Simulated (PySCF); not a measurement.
# Magnesium: a sound run and one with changed settings

Sound run: Mg [Ne] 3s2, Mg+ [Ne] 3s1. All numbers are calculated (PySCF 2.14, scalar relativity by spin-free X2C-1e, in x2c-SVPall). In the sound run the correlated levels freeze [Ne]. The sound run starts from symmetry-adapted Hartree-Fock orbitals and uses a fine grid where one is needed.

Changed run: the non-relativistic Hamiltonian (point nucleus). This setting is unsound on purpose.

```json
{"species": "Mg", "method": "UHF", "sound run (hartree)": "-199.83681", "changed run (hartree)": "-199.51027", "converged": "yes"}
{"species": "Mg", "method": "M06-2X", "sound run (hartree)": "-200.29615", "changed run (hartree)": "-199.96970", "converged": "yes"}
{"species": "Mg", "method": "LDA", "sound run (hartree)": "-199.35168", "changed run (hartree)": "-199.02545", "converged": "yes"}
{"species": "Mg", "method": "MP2", "sound run (hartree)": "-199.85690", "changed run (hartree)": "-199.53038", "converged": "yes"}
{"species": "Mg", "method": "CCSD(T)", "sound run (hartree)": "-199.86871", "changed run (hartree)": "-199.54220", "converged": "yes"}
{"species": "Mg+", "method": "UHF", "sound run (hartree)": "-199.59438", "changed run (hartree)": "-199.26833", "converged": "yes"}
{"species": "Mg+", "method": "M06-2X", "sound run (hartree)": "-200.00918", "changed run (hartree)": "-199.68332", "converged": "yes"}
{"species": "Mg+", "method": "LDA", "sound run (hartree)": "-199.06673", "changed run (hartree)": "-198.74110", "converged": "yes"}
```

Ionisation energy of Mg:

```json
{"method": "UHF", "sound run (eV)": "6.597", "changed run (eV)": "6.584"}
{"method": "M06-2X", "sound run (eV)": "7.809", "changed run (eV)": "7.793"}
{"method": "LDA", "sound run (eV)": "7.754", "changed run (eV)": "7.738"}
{"method": "MP2", "sound run (eV)": "7.144", "changed run (eV)": "7.131"}
{"method": "SCS-MP2", "sound run (eV)": "7.253", "changed run (eV)": "7.240"}
{"method": "CCSD", "sound run (eV)": "7.465", "changed run (eV)": "7.452"}
{"method": "CCSD(T)", "sound run (eV)": "7.465", "changed run (eV)": "7.452"}
{"method": "CCSDT", "sound run (eV)": "7.465", "changed run (eV)": "7.452"}
{"method": "FCI", "sound run (eV)": "7.465", "changed run (eV)": "7.452"}
```

Most of the change in total energy is the relativistic energy itself. On top of that the contraction fixes the core shape for the Hamiltonian it was made with, so the changed run is not a good calculation with the other Hamiltonian either.

For comparison, NIST gives 7.646 eV between the lowest levels.
